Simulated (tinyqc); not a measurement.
Inside a calculation (part 1 of 3). Method: UHF in the sto-6g basis, for OH+, spin multiplicity 3. Computed by tinyqc, a small Python program that keeps every step (integrals from PySCF). Settings: charge = 1, multiplicity = 3, basis = sto-6g, energy threshold = 1e-09, iteration cap = 52, orthogonalisation = canonical, start = core, DIIS depth = 3, DIIS from iteration = 3, method = UHF. Command: `OMP_NUM_THREADS=1 python tinyqc.py 26267 26268 out.jsonl` (the two numbers bound the seeds that draw the settings). One thread of a shared host (Intel(R) Xeon(R) Processor @ 2.60GHz), about 0.1 s of CPU time with the checks. Later iterations appear only in the table of the cycle.

## One-electron integrals

Geometry (angstrom):
```
atom         x         y         z
O     0.000000  0.000000  0.000000
H     0.000000  0.000000  1.534000
```

Basis sto-6g: exponents (1/bohr^2) and contraction coefficients of normalised primitives:
```
element  l (shell)     exponent  coefficient
O            s (1)  1355.584234     0.009164
O            s (1)   248.544885     0.049361
O            s (1)    69.533902     0.168538
O            s (1)    23.886772     0.370563
O            s (1)     9.275933     0.416492
O            s (1)     3.820341     0.130334
O            s (2)    52.187762    -0.013253
O            s (2)    10.329320    -0.046992
O            s (2)     3.210345    -0.033785
O            s (2)     1.235135     0.250242
O            s (2)     0.536420     0.595117
O            s (2)     0.245881     0.240706
O            p (3)    52.187762     0.003760
O            p (3)    10.329320     0.037679
O            p (3)     3.210345     0.173897
O            p (3)     1.235135     0.418036
O            p (3)     0.536420     0.425860
O            p (3)     0.245881     0.101708
H            s (1)    35.523221     0.009164
H            s (1)     6.513144     0.049361
H            s (1)     1.822143     0.168538
H            s (1)     0.625955     0.370563
H            s (1)     0.243077     0.416492
H            s (1)     0.100112     0.130334
```

Overlap, kinetic and nuclear-attraction integrals over the contracted functions; the nuclear repulsion is the sum of Za Zb / Rab.

nuclear repulsion = 2.75972470 hartree

overlap S:
```
           1O 1s     1O 2s    1O 2px    1O 2py    1O 2pz     2H 1s
1O 1s   1.000000  0.231145  0.000000  0.000000  0.000000  0.014614
1O 2s   0.231145  1.000000  0.000000  0.000000  0.000000  0.190182
1O 2px  0.000000  0.000000  1.000000  0.000000  0.000000  0.000000
1O 2py  0.000000  0.000000  0.000000  1.000000  0.000000  0.000000
1O 2pz  0.000000  0.000000  0.000000  0.000000  1.000000  0.187115
2H 1s   0.014614  0.190182  0.000000  0.000000  0.187115  1.000000
```

kinetic energy T (hartree):
```
            1O 1s      1O 2s    1O 2px    1O 2py    1O 2pz      2H 1s
1O 1s   29.327197  -0.896024  0.000000  0.000000  0.000000  -0.004735
1O 2s   -0.896024   0.842618  0.000000  0.000000  0.000000  -0.008792
1O 2px   0.000000   0.000000  2.531309  0.000000  0.000000   0.000000
1O 2py   0.000000   0.000000  0.000000  2.531309  0.000000   0.000000
1O 2pz   0.000000   0.000000  0.000000  0.000000  2.531309   0.030670
2H 1s   -0.004735  -0.008792  0.000000  0.000000  0.030670   0.768522
```

nuclear attraction V (hartree):
```
             1O 1s      1O 2s     1O 2px     1O 2py     1O 2pz      2H 1s
1O 1s   -61.603281  -6.231018   0.000000   0.000000  -0.006395  -0.448911
1O 2s    -6.231018  -9.345197   0.000000   0.000000  -0.076148  -1.209691
1O 2px    0.000000   0.000000  -9.332749   0.000000   0.000000   0.000000
1O 2py    0.000000   0.000000   0.000000  -9.332749   0.000000   0.000000
1O 2pz   -0.006395  -0.076148   0.000000   0.000000  -9.368900  -1.037424
2H 1s    -0.448911  -1.209691   0.000000   0.000000  -1.037424  -3.989716
```

core Hamiltonian H = T + V (hartree):
```
             1O 1s      1O 2s     1O 2px     1O 2py     1O 2pz      2H 1s
1O 1s   -32.276084  -7.127043   0.000000   0.000000  -0.006395  -0.453646
1O 2s    -7.127043  -8.502579   0.000000   0.000000  -0.076148  -1.218483
1O 2px    0.000000   0.000000  -6.801440   0.000000   0.000000   0.000000
1O 2py    0.000000   0.000000   0.000000  -6.801440   0.000000   0.000000
1O 2pz   -0.006395  -0.076148   0.000000   0.000000  -6.837591  -1.006753
2H 1s    -0.453646  -1.218483   0.000000   0.000000  -1.006753  -3.221194
```

## Two-electron integrals

Functions are numbered as in S; the eight-fold symmetry (ij|kl) = (ji|kl) = (kl|ij) leaves the list below.

Two-electron integrals (ij|kl) in chemists' order, unique and non-zero (hartree):
```
(11|11) 4.787491   (21|11) 0.675884   (21|21) 0.121505   (22|11) 1.117379
(22|21) 0.249212   (22|22) 0.817383   (31|31) 0.025762   (32|31) 0.039145
(32|32) 0.180664   (33|11) 1.117381   (33|21) 0.249212   (33|22) 0.817382
(33|33) 0.880663   (41|41) 0.025762   (42|41) 0.039145   (42|42) 0.180664
(43|43) 0.047461   (44|11) 1.117381   (44|21) 0.249212   (44|22) 0.817382
(44|33) 0.785741   (44|44) 0.880663   (51|51) 0.025762   (52|51) 0.039145
(52|52) 0.180664   (53|53) 0.047461   (54|54) 0.047461   (55|11) 1.117381
(55|21) 0.249212   (55|22) 0.817382   (55|33) 0.785741   (55|44) 0.785741
(55|55) 0.880663   (61|11) 0.045288   (61|21) 0.007818   (61|22) 0.015733
(61|33) 0.015701   (61|44) 0.015701   (61|51) 0.000383   (61|52) 0.000757
(61|55) 0.015796   (61|61) 0.000512   (62|11) 0.136781   (62|21) 0.031065
(62|22) 0.116377   (62|33) 0.114351   (62|44) 0.114351   (62|51) 0.002485
(62|52) 0.019987   (62|55) 0.120429   (62|61) 0.002018   (62|62) 0.022945
(63|31) 0.003073   (63|32) 0.018463   (63|53) 0.003925   (63|63) 0.002850
(64|41) 0.003073   (64|42) 0.018463   (64|54) 0.003925   (64|64) 0.002850
(65|11) 0.111993   (65|21) 0.025744   (65|22) 0.102570   (65|33) 0.098392
(65|44) 0.098392   (65|51) 0.004751   (65|52) 0.034064   (65|55) 0.110927
(65|61) 0.001730   (65|62) 0.024520   (65|65) 0.028633   (66|11) 0.343719
(66|21) 0.079411   (66|22) 0.341128   (66|33) 0.331045   (66|44) 0.331045
(66|51) 0.006205   (66|52) 0.071223   (66|55) 0.361295   (66|61) 0.005166
(66|62) 0.095672   (66|65) 0.115570   (66|66) 0.774999
```

## Orthogonalisation

S = U s U^T; canonical form X = U s^(-1/2), so that X^T S X = 1. Each column of U has its largest component positive (the first on a tie).

eigenvalues of S: 0.679728  0.860523  1.000000  1.000000  1.125154  1.334595

X:
```
                1          2         3          4          5         6
1O 1s   -0.529604   0.607986  0.000000   0.000000  -0.500142  0.396497
1O 2s    0.775709  -0.335717  0.000000   0.000000  -0.296882  0.543918
1O 2px   0.000000   0.000000  0.974861  -0.222815   0.000000  0.000000
1O 2py   0.000000   0.000000  0.222815   0.974861   0.000000  0.000000
1O 2pz   0.387140   0.661020  0.000000   0.000000   0.616712  0.265655
2H 1s   -0.662643  -0.492729  0.000000   0.000000   0.412495  0.475039
```

Within a degenerate level the vectors are fixed only up to a rotation; this is one choice.

## Starting guess

The start is the orbitals of the core Hamiltonian; D(s) = C_occ C_occ^T for each spin.

D(alpha) at the start:
```
            1O 1s      1O 2s    1O 2px    1O 2py     1O 2pz      2H 1s
1O 1s    1.057232  -0.248623  0.000000  0.000000  -0.004438   0.017150
1O 2s   -0.248623   1.079556  0.000000  0.000000   0.023973  -0.070849
1O 2px   0.000000   0.000000  1.000000  0.000000   0.000000   0.000000
1O 2py   0.000000   0.000000  0.000000  1.000000   0.000000   0.000000
1O 2pz  -0.004438   0.023973  0.000000  0.000000   1.024457  -0.082658
2H 1s    0.017150  -0.070849  0.000000  0.000000  -0.082658   0.011072
```

D(beta) at the start:
```
            1O 1s      1O 2s    1O 2px    1O 2py     1O 2pz      2H 1s
1O 1s    1.057232  -0.248623  0.000000  0.000000  -0.004438   0.017150
1O 2s   -0.248623   1.079556  0.000000  0.000000   0.023973  -0.070849
1O 2px   0.000000   0.000000  0.000000  0.000000   0.000000   0.000000
1O 2py   0.000000   0.000000  0.000000  0.000000   0.000000   0.000000
1O 2pz  -0.004438   0.023973  0.000000  0.000000   1.024457  -0.082658
2H 1s    0.017150  -0.070849  0.000000  0.000000  -0.082658   0.011072
```

## Iteration 1: building the Fock matrix

J_ij = sum D_kl (ij|kl) with D = D(alpha) + D(beta), K_ij = sum D_kl (ik|jl) for each spin; F = H + J - K(s); E = tr D H + tr D J / 2 - 0.5 sum_s tr D(s) K(s) + E_nn.

Coulomb J (hartree):
```
            1O 1s     1O 2s    1O 2px    1O 2py    1O 2pz     2H 1s
1O 1s   16.322466  2.840393  0.000000  0.000000  0.001185  0.184792
1O 2s    2.840393  7.130887  0.000000  0.000000  0.001331  0.974567
1O 2px   0.000000  0.000000  7.099429  0.000000  0.000000  0.000000
1O 2py   0.000000  0.000000  0.000000  7.099429  0.000000  0.000000
1O 2pz   0.001185  0.001331  0.000000  0.000000  7.193803  0.846170
2H 1s    0.184792  0.974567  0.000000  0.000000  0.846170  2.745604
```

exchange K(alpha) (hartree):
```
           1O 1s     1O 2s    1O 2px    1O 2py    1O 2pz     2H 1s
1O 1s   4.934881  0.792900  0.000000  0.000000  0.000210  0.056194
1O 2s   0.792900  1.414885  0.000000  0.000000  0.001949  0.165657
1O 2px  0.000000  0.000000  1.176427  0.000000  0.000000  0.000000
1O 2py  0.000000  0.000000  0.000000  1.176427  0.000000  0.000000
1O 2pz  0.000210  0.001949  0.000000  0.000000  1.177248  0.108679
2H 1s   0.056194  0.165657  0.000000  0.000000  0.108679  0.036598
```

exchange K(beta) (hartree):
```
           1O 1s     1O 2s    1O 2px    1O 2py    1O 2pz     2H 1s
1O 1s   4.883357  0.714611  0.000000  0.000000  0.000210  0.050047
1O 2s   0.714611  1.053557  0.000000  0.000000  0.001949  0.128732
1O 2px  0.000000  0.000000  0.248303  0.000000  0.000000  0.000000
1O 2py  0.000000  0.000000  0.000000  0.248303  0.000000  0.000000
1O 2pz  0.000210  0.001949  0.000000  0.000000  1.082325  0.100829
2H 1s   0.050047  0.128732  0.000000  0.000000  0.100829  0.030898
```

F(alpha) (hartree):
```
             1O 1s      1O 2s     1O 2px     1O 2py     1O 2pz      2H 1s
1O 1s   -20.888499  -5.079550   0.000000   0.000000  -0.005420  -0.325047
1O 2s    -5.079550  -2.786577   0.000000   0.000000  -0.076766  -0.409573
1O 2px    0.000000   0.000000  -0.878439   0.000000   0.000000   0.000000
1O 2py    0.000000   0.000000   0.000000  -0.878439   0.000000   0.000000
1O 2pz   -0.005420  -0.076766   0.000000   0.000000  -0.821036  -0.269262
2H 1s    -0.325047  -0.409573   0.000000   0.000000  -0.269262  -0.512189
```

F(beta) (hartree):
```
             1O 1s      1O 2s    1O 2px    1O 2py     1O 2pz      2H 1s
1O 1s   -20.836975  -5.001260  0.000000  0.000000  -0.005420  -0.318901
1O 2s    -5.001260  -2.425249  0.000000  0.000000  -0.076766  -0.372647
1O 2px    0.000000   0.000000  0.049685  0.000000   0.000000   0.000000
1O 2py    0.000000   0.000000  0.000000  0.049685   0.000000   0.000000
1O 2pz   -0.005420  -0.076766  0.000000  0.000000  -0.726113  -0.261413
2H 1s    -0.318901  -0.372647  0.000000  0.000000  -0.261413  -0.506488
```

total energy of this density = -74.47629021 hartree

## Iteration 1: diagonalisation and new density

Diagonalise F' = X^T F X, C = X C', fill 5 alpha and 3 beta electrons from the bottom; D(s) = C_occ C_occ^T. Each column has its largest component positive (the first on a tie).

F' = X^T F X (alpha) (hartree):
```
           1          2          3          4          5          6
1  -3.422794   4.027624   0.000000   0.000000  -3.981537   3.317992
2   4.027624  -6.180594   0.000000   0.000000   5.781703  -5.482219
3   0.000000   0.000000  -0.878439   0.000000   0.000000   0.000000
4   0.000000   0.000000   0.000000  -0.878439   0.000000   0.000000
5  -3.981537   5.781703   0.000000   0.000000  -7.249673   6.198376
6   3.317992  -5.482219   0.000000   0.000000   6.198376  -6.898115
```

orbital energies (alpha) (hartree): MO1 -20.892016, MO2 -1.646288, MO3 -0.878439, MO4 -0.878439, MO5 -0.837920, MO6 -0.374952

coefficients C (alpha):
```
              MO1        MO2        MO3       MO4        MO5        MO6
1O 1s    0.996671  -0.249252   0.000000  0.000000   0.031731   0.031501
1O 2s    0.014108   1.019449   0.000000  0.000000  -0.146425  -0.193649
1O 2px   0.000000   0.000000  -0.187032  0.982354   0.000000   0.000000
1O 2py   0.000000   0.000000   0.982354  0.187032   0.000000   0.000000
1O 2pz   0.000615   0.092374   0.000000  0.000000   0.924339  -0.418087
2H 1s   -0.001612   0.017415   0.000000  0.000000   0.237167   1.010514
```

F' = X^T F X (beta) (hartree):
```
           1          2         3         4          5          6
1  -3.276192   3.982224  0.000000  0.000000  -4.030241   3.466318
2   3.982224  -6.106503  0.000000  0.000000   5.841699  -5.518748
3   0.000000   0.000000  0.049685  0.000000   0.000000   0.000000
4   0.000000   0.000000  0.000000  0.049685   0.000000   0.000000
5  -4.030241   5.841699  0.000000  0.000000  -7.152202   6.121748
6   3.466318  -5.518748  0.000000  0.000000   6.121748  -6.717985
```

orbital energies (beta) (hartree): MO1 -20.838852, MO2 -1.308021, MO3 -0.748130, MO4 -0.357880, MO5 0.049685, MO6 0.049685

coefficients C (beta):
```
              MO1        MO2        MO3        MO4        MO5       MO6
1O 1s    0.997605  -0.242071   0.048094   0.036773   0.000000  0.000000
1O 2s    0.010229   1.001632  -0.220120  -0.215852   0.000000  0.000000
1O 2px   0.000000   0.000000   0.000000   0.000000  -0.117853  0.993031
1O 2py   0.000000   0.000000   0.000000   0.000000   0.993031  0.117853
1O 2pz   0.000524   0.131800   0.889107  -0.479427   0.000000  0.000000
2H 1s   -0.001195   0.067014   0.298226   0.992099   0.000000  0.000000
```

D(alpha) after iteration 1:
```
            1O 1s      1O 2s    1O 2px    1O 2py     1O 2pz      2H 1s
1O 1s    1.056487  -0.244685  0.000000  0.000000   0.006919   0.001578
1O 2s   -0.244685   1.060916  0.000000  0.000000  -0.041166  -0.016996
1O 2px   0.000000   0.000000  1.000000  0.000000   0.000000   0.000000
1O 2py   0.000000   0.000000  0.000000  1.000000   0.000000   0.000000
1O 2pz   0.006919  -0.041166  0.000000  0.000000   0.862936   0.220830
2H 1s    0.001578  -0.016996  0.000000  0.000000   0.220830   0.056554
```

D(beta) after iteration 1:
```
            1O 1s      1O 2s    1O 2px    1O 2py     1O 2pz      2H 1s
1O 1s    1.056127  -0.242848  0.000000  0.000000   0.011378  -0.003072
1O 2s   -0.242848   1.051824  0.000000  0.000000  -0.063689   0.001466
1O 2px   0.000000   0.000000  0.000000  0.000000   0.000000   0.000000
1O 2py   0.000000   0.000000  0.000000  0.000000   0.000000   0.000000
1O 2pz   0.011378  -0.063689  0.000000  0.000000   0.807882   0.273987
2H 1s   -0.003072   0.001466  0.000000  0.000000   0.273987   0.093431
```

Within a degenerate level the vectors are fixed only up to a rotation; this is one choice.

## Iteration 2: building the Fock matrix

As before.

Coulomb J (hartree):
```
            1O 1s     1O 2s    1O 2px    1O 2py     1O 2pz     2H 1s
1O 1s   16.075526  2.787142  0.000000  0.000000  -0.001712  0.181366
1O 2s    2.787142  6.993980  0.000000  0.000000   0.007316  0.968264
1O 2px   0.000000  0.000000  6.967171  0.000000   0.000000  0.000000
1O 2py   0.000000  0.000000  0.000000  6.967171   0.000000  0.000000
1O 2pz  -0.001712  0.007316  0.000000  0.000000   7.047599  0.848255
2H 1s    0.181366  0.968264  0.000000  0.000000   0.848255  2.848092
```

exchange K(alpha) (hartree):
```
           1O 1s      1O 2s    1O 2px    1O 2py     1O 2pz     2H 1s
1O 1s   4.929902   0.787651  0.000000  0.000000   0.000401  0.056488
1O 2s   0.787651   1.397083  0.000000  0.000000  -0.005626  0.202229
1O 2px  0.000000   0.000000  1.170087  0.000000   0.000000  0.000000
1O 2py  0.000000   0.000000  0.000000  1.170087   0.000000  0.000000
1O 2pz  0.000401  -0.005626  0.000000  0.000000   1.104077  0.209199
2H 1s   0.056488   0.202229  0.000000  0.000000   0.209199  0.143947
```

exchange K(beta) (hartree):
```
           1O 1s      1O 2s    1O 2px    1O 2py     1O 2pz     2H 1s
1O 1s   4.876542   0.707412  0.000000  0.000000   0.000127  0.050428
1O 2s   0.707412   1.026227  0.000000  0.000000  -0.015571  0.174771
1O 2px  0.000000   0.000000  0.239018  0.000000   0.000000  0.000000
1O 2py  0.000000   0.000000  0.000000  0.239018   0.000000  0.000000
1O 2pz  0.000127  -0.015571  0.000000  0.000000   0.973225  0.218399
2H 1s   0.050428   0.174771  0.000000  0.000000   0.218399  0.179731
```

F(alpha) (hartree):
```
             1O 1s      1O 2s     1O 2px     1O 2py     1O 2pz      2H 1s
1O 1s   -21.130459  -5.127552   0.000000   0.000000  -0.008507  -0.328769
1O 2s    -5.127552  -2.905682   0.000000   0.000000  -0.063207  -0.452448
1O 2px    0.000000   0.000000  -1.004357   0.000000   0.000000   0.000000
1O 2py    0.000000   0.000000   0.000000  -1.004357   0.000000   0.000000
1O 2pz   -0.008507  -0.063207   0.000000   0.000000  -0.894069  -0.367697
2H 1s    -0.328769  -0.452448   0.000000   0.000000  -0.367697  -0.517049
```

F(beta) (hartree):
```
             1O 1s      1O 2s     1O 2px     1O 2py     1O 2pz      2H 1s
1O 1s   -21.077099  -5.047314   0.000000   0.000000  -0.008233  -0.322708
1O 2s    -5.047314  -2.534826   0.000000   0.000000  -0.053262  -0.424990
1O 2px    0.000000   0.000000  -0.073287   0.000000   0.000000   0.000000
1O 2py    0.000000   0.000000   0.000000  -0.073287   0.000000   0.000000
1O 2pz   -0.008233  -0.053262   0.000000   0.000000  -0.763217  -0.376896
2H 1s    -0.322708  -0.424990   0.000000   0.000000  -0.376896  -0.552833
```

total energy of this density = -74.66291078 hartree
